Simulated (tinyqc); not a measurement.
Inside a calculation. Method: UHF in the sto-6g basis, for NH, spin multiplicity 3. One step of it, computed by the program tinyqc.

Question. Iteration 2: DIIS coefficients. Solve [B -1; -1 0][c; lambda] = [0; -1] for the coefficients, which sum to one.

B (overlaps of the stored error matrices):
$$\begin{pmatrix}
2.6422940e-01 & 2.7623423e-01 \\
2.7623423e-01 & 3.0399345e-01
\end{pmatrix}$$

Give: DIIS coefficients.

Answer.

DIIS coefficients: [1.7620, -0.7620]
